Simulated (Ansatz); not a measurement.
# H5NSi: the cost of one run

The runs use Ansatz 0.2.0, Gaussian basis; PBE0-D4/def2-TZVP structures, single points in def2-TZVPP, no counterpoise correction.

Levels: SPW92, PBE-D4, BLYP-D4, r2SCAN-D4, B97M-V, PBE0-D4, B3LYP-D4, r2SCAN0-D4, BHLYP-D4, CAM-B3LYP-D4, wB97X-V, wB97M-V, B2PLYP, PBE-QIDH, RPA on PBE, Hartree-Fock, MP2, CCSD, CCSD(T).

Cores are frozen in the correlated methods. B3LYP uses VWN-RPA correlation. B2PLYP carries no dispersion term here.

94 further runs of the same task are left out: 94 set aside as unsound or not needed.

### 1 Where the work starts

The complex: 9 atoms, charge 0, spin multiplicity 1.

Atoms are counted from 1 here; the program's logs count them from 0.

Bond lengths: Si1–H3 1.485 Å, Si1–H4 1.494 Å, Si1–H5 1.485 Å, Si1–N7 1.723 Å, H2–H6 0.749 Å, N7–H8 1.008 Å, N7–H9 1.008 Å. Angles: H3–Si1–H4 107.4°, H3–Si1–H5 110.6°, H3–Si1–N7 107.8°, H4–Si1–H5 107.5°, H4–Si1–N7 115.8°, H5–Si1–N7 107.8°, Si1–N7–H8 119.3°, Si1–N7–H9 119.3°, H8–N7–H9 110.4°.

As a file:

```csv
atom,x (Å),y (Å),z (Å)
Si1,-0.7445,-0.0709,0.9717
H2,2.9235,0.1308,-1.1354
H3,-0.0407,-1.2868,1.4540
H4,-2.1625,-0.1620,1.4322
H5,-0.1556,1.1491,1.5809
H6,2.1798,0.1149,-1.0499
N7,-0.5155,0.0294,-0.7326
H8,-0.7777,0.8736,-1.2166
H9,-0.7070,-0.7781,-1.3043
```

Its parts: SiNH₅ holds atoms 1, 3, 4, 5, 7, 8, 9; H₂ holds atoms 2, 6. Each part counts its atoms afresh in its own runs.

### 2 Relaxing SiNH₅ alone

Input file relax-a/in.yaml:

```yaml
crystal:
  periodic: [false, false, false]
  atoms:
    - {symbol: Si, position_ang: [-0.744488, -0.070868, 0.971698]}
    - {symbol: H, position_ang: [-0.040662, -1.286772, 1.453959]}
    - {symbol: H, position_ang: [-2.162529, -0.162036, 1.432218]}
    - {symbol: H, position_ang: [-0.155578, 1.149142, 1.580889]}
    - {symbol: N, position_ang: [-0.515518, 0.029400, -0.732623]}
    - {symbol: H, position_ang: [-0.777673, 0.873565, -1.216565]}
    - {symbol: H, position_ang: [-0.706975, -0.778113, -1.304309]}
basis:
  gaussian: {orbitals: def2-TZVP}
hamiltonian: {xc: pbe0, dispersion: d4}
relax: {f_tol: 0.005, max_steps: 200}
```

Started as:

```sh
> ansatz run in.yaml --threads 2 --pin off --events-out ev --progress --plain --max-ram 4352MiB
```

**Question.** How long does this run take on 2 threads of Intel Xeon 6975P-C, shared host?

About 3.6 s.
